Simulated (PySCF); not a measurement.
**CH2N2: calculation against experiment**

**The experiment to reproduce.**

Qian, Crumlin, Prendergast, Phys. Chem. Chem. Phys. 2022, 24, 2243 lists, for the gas: C 1s binding energy of C2 293.5 eV.

The results are set against them at the end.

CH2N2.
Atom-mapped SMILES: `[N:1]#[C:2][NH2:3]` (hydrogens: H4, H5 on N3)

Cartesian coordinates in Å at the PBE0-D3(BJ)/def2-SVP level; atoms count from 1:
```xyz
5
CH2N2 angstrom
N      1.8506   -0.0310   -0.4906
C      0.7150   -0.0120   -0.2452
N     -0.6009    0.0098   -0.0213
H     -0.9686    0.8670    0.3770
H     -0.9961   -0.8337    0.3800
```

Runs made with PySCF (gas phase, on this PBE0-D3(BJ)/def2-SVP geometry; non-relativistic but for the core-level run):

```csv
level,job,basis functions,wall time
"delta-SCF UKS SCAN, pcX-2 on the ionised atom, pcseg-1 elsewhere, spin-free X2C","ΔSCF core ionisation, 3 holes",83,7.2 s
```

Hardware: one thread, Arm Neoverse N1 (aarch64), no GPU, on a shared host.

## Comparison

**Core binding energies.** Delta-SCF UKS SCAN, pcX-2 on the ionised atom, pcseg-1 elsewhere, spin-free X2C (PySCF).

```
level and atom  computed (eV)  measured (eV)  computed − measured (eV)
      C 1s, C2         293.31          293.5                     -0.19
```

Sources, in the order of the opening: Qian, Crumlin, Prendergast, Phys. Chem. Chem. Phys. 2022, 24, 2243. The computed values are vertical, without vibrational structure; measured positions hang on the energy calibration. 

No measured geometry was used, and the causes of the misses weren't examined.
